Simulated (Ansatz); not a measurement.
System: fcc Ag. Method: PBE (Ansatz, a first-principles code, plane waves, PAW).

Settings: plane-wave cutoff 520 eV, 20×20×20 k mesh, Fermi–Dirac smearing 0.1 eV, perturbation theory, no spin polarisation, scalar-relativistic PAW data made under PBE.

The cell has the measured lattice parameters. Conventional cell: a = 4.0860 Å, b = 4.0860 Å, c = 4.0860 Å, α = 90.00°, β = 90.00°, γ = 90.00°.

Harmonic phonon frequencies (cm⁻¹; i marks an imaginary mode):

```csv
q point,frequencies
X,…
L,77 77 178
W,113 146 146
```

Task: Fill in the missing entries.

Result: 
- X, frequencies: 117 117 175

No imaginary mode appears at these points.

Note: the cell isn't this level's own, so it is under some stress, which shifts stiffness and frequencies.
